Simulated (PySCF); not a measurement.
Molecule (SMILES): N#N (N2).
Geometry (B3LYP-D3(BJ)/def2-TZVP, fixed):
```xyz
2

N      0.0000     0.0000    -0.5454
N      0.0000     0.0000     0.5454
```
Charge 0, spin multiplicity 1.

Basis-set convergence of the isotropic shielding of N1 at HF with PySCF. GIAO, no density fitting; atoms are numbered in the order shown. All functions are spherical. No added dispersion term, no relativity. Reference: the value in pcSseg-3, -105.63 ppm, itself unsure by roughly 2.75 ppm (its mean distance from cc-pCVQZ, cc-pV5Z, pcseg-3). Deviations are taken from unrounded values.

| basis | functions | isotropic shielding of N1 (ppm) |
|---|---|---|
| cc-pVDZ | 28 | -79.17 |
| aug-cc-pVDZ | 46 | -71.52 |
| def2-SVP | 28 | -72.46 |
| def2-SVPD | 40 | -68.14 |
| pcseg-1 | 28 | -93.97 |
| aug-pcseg-1 | 46 | -84.90 |
| 6-311G** | 36 | -101.55 |
| 6-311+G** | 44 | -97.06 |
| cc-pVTZ | 60 | -98.07 |
| aug-cc-pVTZ | 92 | -96.31 |
| pcseg-2 | 60 | -107.44 |
| aug-pcseg-2 | 92 | -107.62 |
| def2-TZVPP | 62 | -100.51 |
| def2-TZVPPD | 74 | -100.17 |
| cc-pVQZ | 110 | -102.15 |
| aug-cc-pVQZ | 160 | -101.29 |
| def2-QZVPP | 114 | -105.54 |
| def2-QZVPPD | 126 | -104.47 |
| pcseg-3 | 120 | -110.74 |
| aug-pcseg-3 | 170 | -109.88 |

What the diffuse functions change, pair by pair:
- cc-pVDZ to aug-cc-pVDZ: 18 more functions, deviation 26.46 to 34.12 ppm
- def2-SVP to def2-SVPD: 12 more functions, deviation 33.18 to 37.49 ppm
- pcseg-1 to aug-pcseg-1: 18 more functions, deviation 11.67 to 20.74 ppm
- 6-311G** to 6-311+G**: 8 more functions, deviation 4.08 to 8.58 ppm
- cc-pVTZ to aug-cc-pVTZ: 32 more functions, deviation 7.57 to 9.32 ppm
- pcseg-2 to aug-pcseg-2: 32 more functions, deviation -1.81 to -1.99 ppm
- def2-TZVPP to def2-TZVPPD: 12 more functions, deviation 5.12 to 5.46 ppm
- cc-pVQZ to aug-cc-pVQZ: 50 more functions, deviation 3.48 to 4.35 ppm
- def2-QZVPP to def2-QZVPPD: 12 more functions, deviation 0.10 to 1.16 ppm
- pcseg-3 to aug-pcseg-3: 50 more functions, deviation -5.10 to -4.24 ppm

They bring the value nearer the reference by more than 2.75 ppm in 0 of 10 pairs.
